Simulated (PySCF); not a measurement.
Species: C₂H₂FS (charge -1).
SMILES with atom numbers: `[CH2:1]=[C:2]([F:3])[S-:4]` (hydrogens: H5, H6 on C1)

Computed geometry: GFN2-xTB, gas phase.

List the bond lengths and angles at this level.

| bond | length (Å) | order |
| --- | --- | --- |
| C1=C2 | 1.340 | double |
| C2–F3 | 1.398 | single |
| C2–S4 | 1.684 | single |
| C1–H5 | 1.078 | single |
| C1–H6 | 1.074 | single |

Orders are formal, as drawn. A selection of angles:
| angle | degrees |
| --- | --- |
| C2–C1–H5 | 121.5 |
| C2–C1–H6 | 120.2 |
| H5–C1–H6 | 118.3 |
| C1–C2–F3 | 114.8 |
| C1–C2–S4 | 129.1 |
| F3–C2–S4 | 116.1 |

The 4 heavy atoms lie in one plane (0.000 Å rms). C2 (vinylic C–F carbon) is planar (angles 129.1°, 116.1° and 114.8°, sum 360.0°, 0.00 Å off the plane of its three neighbours). C1 (carbon bonded to C and 2 H) is planar (angles 121.5°, 120.2° and 118.3°, sum 360.0°, 0.00 Å off the plane of its three neighbours).

Point group: Cs (tolerance 0.08 Å). Whether it is a minimum is left open (no frequencies).
